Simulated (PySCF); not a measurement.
Some computed properties have been withheld. Give your best values.

C4H6N2.
Atom-mapped SMILES: `[CH3:1][n:2]1[cH:3][cH:4][n:5][cH:6]1` (hydrogens: H7, H8, H9 on C1; H10 on C3; H11 on C4; H12 on C6)

```json
{"property": "rotational constants A, B, C of the GFN2-xTB geometry", "level": "GFN2-xTB", "value": "9.380, 3.665, 2.680 GHz"}
{"property": "dipole moment", "level": "CAM-B3LYP/def2-SVPD", "value": "?"}
{"property": "HOMO energy", "level": "CAM-B3LYP/def2-SVPD", "value": "?"}
{"property": "LUMO energy", "level": "CAM-B3LYP/def2-SVPD", "value": "1.12 eV"}
{"property": "lowest singlet excitation", "level": "TDDFT CAM-B3LYP/def2-SVPD", "value": "?"}
{"property": "strongest line among the 8 lowest singlet transitions", "level": "TDDFT CAM-B3LYP/def2-SVPD", "value": "S2 at 6.55 eV (189 nm, f = 0.156)"}
{"property": "lowest triplet excitation (Tamm–Dancoff)", "level": "TDA CAM-B3LYP/def2-SVPD", "value": "?"}
{"property": "static isotropic polarisability", "level": "CAM-B3LYP/def2-SVPD", "value": "?"}
{"property": "electronic spatial extent ⟨r²⟩ about the centre of nuclear charge", "level": "CAM-B3LYP/def2-SVPD", "value": "485 bohr²"}
{"property": "core binding energies", "level": "ΔSCF SCAN, pcX-2 on the ionised atom, pcseg-1 elsewhere, spin-free X2C", "value": "?"}
```

The electronic properties come from PySCF, for the isolated species, density fitting.

Question: The dipole moment?

Answer: 4.17 D.

Question: What is the lowest singlet excitation?

Answer: 6.34 eV (196 nm, f = 0.007).

Question: Give the static isotropic polarisability.

Answer: 58.2 au.

Question: The core binding energies?

Answer: C1s 290.5 (C4), C1s 290.8 (C3), C1s 291.5 (C6), C1s 292.5 (C1), N1s 404.0 (N5), N1s 406.5 (N2) eV.

Question: The HOMO energy?

Answer: -7.91 eV.

Question: Give the lowest triplet excitation (Tamm–Dancoff).

Answer: 4.57 eV.

In wavenumbers S1 is 51100 cm⁻¹ (1 eV = 8065.54 cm⁻¹). The polarisability is 8.63 Å³ as a volume (1 au = 0.148185 Å³), or 1.32 au for each of the 44 electrons. No computed singlet falls in the visible range (750 to 380 nm, 1.65 to 3.26 eV); S1 lies 3.08 eV above its blue end. With B = h/(8π²I), that is 505.379 GHz u Å² over I, the principal moments of inertia are 53.9, 137.9 and 188.6 u Å² (most abundant isotopes).

For the TDDFT job (CAM-B3LYP/def2-SVPD), on one thread, x86-64 server, shared host, this took 25 s wall.
